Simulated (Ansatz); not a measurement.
**[AlH2···H···CH2], triplet: the ladder up to UCCSDT(Q)**

Geometry: a point of a hydrogen-transfer path between rigid fragments, not a stationary point.

```yaml
atoms:
  - { symbol: Al, position_ang: [-1.1145, 0.0000, 0.0000] }
  - { symbol: H, position_ang: [-1.9074, 1.3734, 0.0000] }
  - { symbol: H, position_ang: [-1.9074, -1.3734, 0.0000] }
  - { symbol: H, position_ang: [0.3605, 0.0000, 0.0000] }
  - { symbol: C, position_ang: [2.3325, 0.0000, 0.0000] }
  - { symbol: H, position_ang: [2.7470, 0.0000, 0.9962] }
  - { symbol: H, position_ang: [2.7470, 0.0000, -0.9962] }
```

Basis cc-pVDZ; Ansatz 0.2.0. Only valence electrons are correlated (noble-gas cores frozen), which leaves 12 electrons in 51 orbitals. R marks a restricted (for open shells ROHF) determinant, U an unrestricted one. Active spaces: pair = (4e, 4o) about the gap.

Full CI isn't at hand for all of this; UCCSDT(Q) serves as the reference, and is uncertain by about the last step of the cluster series. The frozen core follows each run's orbitals, which can shift R against U totals by a few meV.

For open shells CISD is restricted-active-space CI with the open shells as a complete middle space.

The UHF ⟨S²⟩ is 2.019 and the T1 diagnostic (RCCSD) is 0.0187. The largest doubles amplitude (RCCSD) is 0.034 and the T1 diagnostic (UCCSD) is 0.0113.

| level | E − E(UCCSDT(Q)) (meV) | share of correlation (%) | wall time |
| --- | --- | --- | --- |
| RHF | 6259 | 0.00 | – |
| UHF | 6093 | 2.66 | – |
| RMP2 | 1341 | 78.58 | – |
| UMP2 | 1327 | 78.80 | – |
| CISD | 582 | 90.71 | 11 s |
| RCCSD | 121 | 98.07 | – |
| UCCSD | 118 | 98.11 | – |
| RCCSD(T) | 27 | 99.57 | 7 s |
| UCCSD(T) | 26 | 99.58 | 7 s |
| BCCD(T) | 27 | 99.57 | 2.3 s |
| RCCSDT | 4 | 99.93 | – |
| UCCSDT | 3 | 99.95 | – |
| RCCSDT(Q) | 1 | 99.99 | 1.7 min |

The correlation energy at UCCSDT(Q), counted from RHF, is -6.259 eV. That run took 84 s on 1 thread of Arm Neoverse V1, shared host.

Run but not shown, since their state or frozen core can't be matched to the reference's or they repeat it: CASSCF (pair space), NEVPT2 (pair space).

Times hold each run's SCF and search for its determinant on a shared host, so for small cases they say little of a method's own cost; they ran on 1 thread of Arm Neoverse V1.
